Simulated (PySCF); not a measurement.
## State search for BN

Unrestricted PBE0; PySCF, no relativity, basis sets B def2-TZVPPD, N def2-TZVPPD. Outer shells of the fragments: B 2s2 2p1; N 2s2 2p3.

Followed along the bond (rough minima from three points):

```csv
2Ms+1,unpaired,⟨S²⟩ at the start,R at minimum (Å),Te (eV)
3,"σ ↑, π ↑",2.01,1.32,0.00
1,"σ ↓, π ↑",1.04,1.32,0.16
3,π ↑↑,2.01,1.48,1.33
1,π ↑↓,1.00,1.48,1.83
1,none,0.00,none in the scan,≤ 0.97
```

Solutions found at the starting distance of 1.470 Å, counted from the lowest of them; the search is not exhaustive and high or unbound solutions are not listed, so other states can lie among these:

| 2Ms+1 | unpaired | term | E (eV) | ⟨S²⟩ | ⟨Lz²⟩ | μ (D) |
| --- | --- | --- | --- | --- | --- | --- |
| 3 | σ ↑, π ↑ | ³Π | 0.00 | 2.01 | 1.02 | -2.19 |
| 1 | σ ↓, π ↑ | mixed | 0.14 | 1.04 | 1.01 | -2.26 |
| 3 | π ↑↑ | ³Σ⁻ | 0.84 | 2.01 | 0.00 | 0.95 |
| 1 | π ↑↓ | mixed | 1.34 | 1.00 | 2.01 | 1.03 |
| 1 | none | ¹Σ⁺ | 1.51 | 0.00 | 0.00 | -3.09 |
| 3 | σ ↑↑ | ³Σ⁺ | 2.27 | 2.04 | 0.00 | -1.75 |
| 1 | none | mixed | 2.86 | 0.00 | 2.00 | 1.23 |
| 5 | σ ↑, π ↑↑↑ | ⁵Π | 3.19 | 6.00 | 1.00 | -0.40 |
| 3 | σ ↑, π ↑↑↓ | mixed | 3.90 | 3.01 | 3.01 | -0.41 |
| 3 | σ ↓, π ↑↑↑ | mixed | 4.28 | 3.01 | 1.00 | 0.01 |

A term symbol is given only where ⟨S²⟩ and ⟨Lz²⟩ are close to those of a pure state; real π, δ and φ orbitals otherwise mix terms. A positive dipole means B(−)N(+).
